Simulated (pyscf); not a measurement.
Optimised with ωB97X-D3(BJ)/def2-SVP in PySCF.

Question: HO–SiH₂–OH + HCl -> HO–SiH(OH)–Cl + H₂
Surface: singlet. Broken: H–Si, Cl–H. Formed: Cl–Si, H–H. Give ΔE‡ and ΔE from ωB97M-D3(BJ)/def2-TZVP, relative to the separated reactants.

Answer: ΔE‡ = 25.7 kcal/mol, ΔE = -22.9 kcal/mol. Zero-point energy shifts the barrier by +1.4 kcal/mol. It is a four-centre exchange, with an imaginary mode of 716i cm⁻¹. This is the saddle that the search found; another between the same sides may lie lower.
